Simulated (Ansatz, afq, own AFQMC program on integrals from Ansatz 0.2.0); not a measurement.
# Breaking Al2–Cl4 in AlH$_{2}$S$_{2}$Cl, singlet

```xyz
6

S    -0.4136    1.7515   -1.1990
Al    0.0040   -0.0182   -0.0100
S     1.2046    0.1797    1.7897
Cl   -0.7432   -1.8954   -0.5927
H    -1.1366    1.0587   -2.1077
H     1.1269   -1.1402    2.0735
```

Products: AlH2S2 (doublet; SH–Al–SH) and Cl (doublet), each relaxed with PBE0/def2-SVP like the molecule; electronic energies without zero-point terms. Determinants: RHF, UHF and UHF in that order.

Basis def2-TZVP. Noble-gas cores (and the filled d shells of Ga–Kr and In–Xe) are frozen. AFQMC by an in-house program on the Cholesky factors that Ansatz 0.2.0 writes for its CCSD(T) run. The CISD trial takes its coefficients from CCSD amplitudes. Released means that phaseless walkers are propagated on without the constraint, phases kept. Uncertainties: one standard error, sampling alone. The errors of all members are added in quadrature.

No full CI on the walks' own integrals is used here. The released AFQMC energy serves as the reference, which it does only where one determinant dominates, the energy is flat over the last release times and near the phaseless one (40 meV or 2 meV an electron, half that with transition metals). On small molecules, where full CI could be run and the noise was under 10 meV, such values lay within 10 meV of it in 19 cases of 20, a flattering rate, since the rule was set on those same cases; what remains of the bias isn't in the error bar. Each member takes its own surest rung, up to full CI.

Errors are counted within def2-TZVP, not against nature.

Cautions: AlH₂S₂Cl (singlet): the released value is read at 0.90 1/Eh with a noise of 17 meV, more than in the cases checked (meV from the phaseless value at times in 1/Eh: 16 ± 13 at 0.21, 6 ± 12 at 0.42, -9 ± 11 at 0.63, 19 ± 17 at 0.90); AlH₂S₂ (doublet): the released value is read at 1.50 1/Eh with a noise of 13 meV, more than in the cases checked (meV from the phaseless value at times in 1/Eh: -7 ± 7 at 0.24, -5 ± 5 at 0.51, -14 ± 9 at 0.99, -20 ± 13 at 1.50).

```tsv
level	bond energy (kJ/mol)
CCSD	475.4
MP2	503.6
```

Q: From these cheaper values, estimate the bond energy at the reference level in def2-TZVP.

A: 480.1 ± 2.0 kJ/mol (AFQMC with the constraint released in def2-TZVP).

```tsv
level	bond energy (kJ/mol)	error against released AFQMC (kJ/mol)
HF	386.4	-93.7 ± 2.0
CCSD(T)	483.5	3.4 ± 2.0
ph-AFQMC/CISD	484.6 ± 1.2	4.5 ± 2.3
```

Correlation beyond CCSD(T) changes it by less than twice the noise. The perturbative (T) step is worth +8.1 kJ/mol.

Released energies are given only where the last usable release times agree within the noise; a slower fall can still hide under it.
